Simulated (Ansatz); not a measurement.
Input for Ansatz (development build ahead of 0.2.0):

```yaml
crystal:
  periodic: [false, false, false]
  atoms:
    - { symbol: "N", position_ang: [0.05141, 0.01562, -0.0062] }
    - { symbol: "N", position_ang: [1.10863, -0.02559, -0.11831] }
    - { symbol: O, position_ang: [0.44744, 3.20872, 0.309] }
basis:
  gaussian: { orbitals: def2-SVP }
magnetization:
  spin_polarized: true
  initial_magnetization: 2
hamiltonian:
  xc: hf
correlation:
  method: mp2
  frozen_orbitals: { "N": 1, O: 1 }
output:
  forces: true
```

The input is written out in the form of the current development build from the run's settings.

Results

| Property | Result |
| --- | --- |
| Converged | yes |
| Reference energy | -183.57402 hartree |
| Correlation energy | -0.40162 hartree |
| Total energy | -183.97564 hartree |
| Spin squared of the determinant | 2.005 |
| Stability test | minimum |

Forces (eV/Å):
| atom | Fx | Fy | Fz |
| --- | --- | --- | --- |
| N1 | -9.434 | 0.352 | 0.999 |
| N2 | 9.434 | -0.378 | -1.002 |
| O3 | 0.000 | 0.025 | 0.003 |

Caution: MP2 forces lie far from those of the mean fields.
